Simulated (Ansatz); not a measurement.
**SiH2SF (SMILES F[SiH]S): UPBE0/STO-3G**

Aim: the energy change on altering one bond length of SiH2SF at UPBE0/STO-3G, from 2 runs. 

Program for the calculation: Ansatz 0.2.0.

72 further runs of the same task are left out: 4 that didn't finish, 68 set aside as unsound or not needed.

### 1 Starting point

SiH2SF has 5 atoms, charge 0, and is taken as a doublet. As SMILES, `F[SiH]S`. The shape is that of a PBE0-D4/def2-TZVP optimisation. This is one conformer, not always the lowest.

Bond lengths: F1–Si2 1.603 Å, Si2–S3 2.122 Å, Si2–H4 1.489 Å, S3–H5 1.344 Å. Angles: F1–Si2–S3 112.5°, F1–Si2–H4 107.6°, S3–Si2–H4 105.3°, Si2–S3–H5 95.0°.

### 2 A single-point energy at UPBE0/STO-3G

Input file run.yaml:

```yaml
crystal:
  periodic: [false, false, false]
  atoms:
    - {symbol: F, position_ang: [-1.242300, -0.527200, 1.134200]}
    - {symbol: Si, position_ang: [-0.629400, -0.168000, -0.303300]}
    - {symbol: S, position_ang: [1.400700, 0.438500, -0.191800]}
    - {symbol: H, position_ang: [-0.621800, -1.416500, -1.115500]}
    - {symbol: H, position_ang: [1.142700, 1.599500, 0.435000]}
basis:
  gaussian:
    orbitals: STO-3G
magnetization:
  spin_polarized: true
  initial_magnetization: 1
hamiltonian:
  xc: {name: PBE0}
accuracy: high
```

On the command line:

```bash
$ ansatz run run.yaml --threads 1 --pin off --max-ram 2610MiB --events-out events.jsonl --progress --plain --runs-dir runs
```

What it wrote:

```text
Warning: RAYON_NUM_THREADS=1 ignored (pool sized by the plan → 1); use --threads N
Functional definition: PBE0
  name "PBE0"
  parameter a = 0.25
  parameter kappa = 0.804
  parameter beta = 0.06672455060314922
  exchange = (1 - a)*pbe_x(kappa = kappa, mu = beta*pi^2/3) + a*exact_x
  correlation = pbe_c(beta = beta)
461 factors; integrals over basis functions are off by at most 2.7e-8 eV
mean field evaluation 1: about -21200.5424 eV, gradient 1.2e1 eV
mean field evaluation 2: about -21200.1684 eV, gradient 1.6e1 eV
mean field evaluation 4: about -21201.8066 eV, gradient 5.7e-1 eV
mean field evaluation 8: about -21201.8026 eV, gradient 6.3e-3 eV
mean field evaluation 16: about -21201.8026 eV, gradient 3.3e-7 eV
mean field -21201.80258420 eV, -779.1518738715 hartree, gradient 6.2e-8 eV, S^2 0.751457; 0 other end points of the search recorded, 0 dependent functions left out
reference -21201.80258549 eV, -779.1518739187 hartree; 21, 20 occupied and 4, 5 virtual orbitals, 461 factors
Total energy: -21201.80258549 eV, -779.1518739187 hartree
```

Run time: 2.4 s. Hardware: 1 thread of Arm Neoverse V1, shared host; peak memory 0.15 GiB.

### 3 The distorted shape

Input file molecule.yaml:

```yaml
crystal:
  periodic: [false, false, false]
  atoms:
    - {symbol: F, position_ang: [-1.244200, -0.215092, 1.337239]}
    - {symbol: Si, position_ang: [-0.631300, 0.144108, -0.100261]}
    - {symbol: S, position_ang: [1.398800, 0.750608, 0.011239]}
    - {symbol: H, position_ang: [-0.621800, -1.416500, -1.115500]}
    - {symbol: H, position_ang: [1.140800, 1.911608, 0.638039]}
basis:
  gaussian:
    orbitals: STO-3G
magnetization:
  spin_polarized: true
  initial_magnetization: 1
hamiltonian:
  xc: {name: PBE0}
accuracy: high
```

On the command line:

```bash
$ ansatz run molecule.yaml --threads 1 --pin off --max-ram 2610MiB --events-out events.jsonl --progress --plain --runs-dir runs
```

What it wrote, shortened:

```text
Warning: RAYON_NUM_THREADS=1 ignored (pool sized by the plan → 1); use --threads N
[... 7 set-up lines as earlier in the session ...]
460 factors; integrals over basis functions are off by at most 3.2e-8 eV
mean field evaluation 1: about -21198.8806 eV, gradient 1.4e1 eV
mean field evaluation 2: about -21198.3609 eV, gradient 1.8e1 eV
mean field evaluation 4: about -21200.6804 eV, gradient 7.1e-1 eV
mean field evaluation 8: about -21200.6708 eV, gradient 1.3e-2 eV
mean field evaluation 16: about -21200.6708 eV, gradient 3.2e-6 eV
mean field -21200.67077481 eV, -779.1102806434 hartree, gradient 3.9e-8 eV, S^2 0.753756; 0 other end points of the search recorded, 0 dependent functions left out
reference -21200.67077612 eV, -779.1102806918 hartree; 21, 20 occupied and 4, 5 virtual orbitals, 460 factors
Total energy: -21200.67077612 eV, -779.1102806918 hartree
```

Run time: 2.6 s. Hardware: 1 thread of Arm Neoverse V1, shared host; peak memory 0.15 GiB.

### 4 Results

Level: UPBE0/STO-3G.

```
                                                          quantity          value
                                         first shape: total energy  -779.15187 Eh
                                                 first shape: ⟨S²⟩          0.751
                                     distorted shape: total energy  -779.11028 Eh
                                             distorted shape: ⟨S²⟩          0.754
energy change with the Si2–H4 bond stretched from 1.489 to 1.862 Å       1.132 eV
```

What this shows: With the Si2–H4 bond stretched from 1.489 to 1.862 Å the energy rises by 1.13 eV (109 kJ/mol). The first shape isn't relaxed at this level, so the change isn't measured from a minimum. The minimal basis adds a large error of its own.
